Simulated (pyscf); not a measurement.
Structures and frequencies: ωB97X-D3(BJ)/def2-SVP in PySCF.

Question: Estimate by transition-state theory the rate constant of [HSi=PH]• (SMILES [SiH]=P) + H₂ (SMILES [H][H]) → H₂Si=PH (SMILES [SiH2]=P) + H• (SMILES [H]) (doublet surface; H–H broken, H–Si formed) at 900 K, with ωB97M-D3(BJ)/def2-TZVP energies (ideal gas, 1 atm, RRHO with modes under 100 cm⁻¹ raised to 100, one conformer, R ln 2 for rigid chiral ones; no tunnelling).

Answer: The electronic barrier is 21.9 kcal/mol and the thermal terms add +20.3, so ΔG‡ = 42.2 kcal/mol. With k_BT/h = 1.88e+13 s⁻¹ and RT = 1.788 kcal/mol, and a volume of 1.23e-19 cm³ per molecule at 1 atm, k = 1.3e-16 cm³ molecule⁻¹ s⁻¹. Wigner's tunnelling factor for 895i cm⁻¹ would be 1.09. A shift of 1 kcal/mol in the barrier changes k by a factor 1.7. [HSi=PH]• lies 5.2 kcal/mol over its isomer H₂Si=P•, and others may lie lower still (electronic energy, ωB97M-D3(BJ)). This is the saddle that the search found; another between the same sides may lie lower. The angle at the transferred H is 180°.
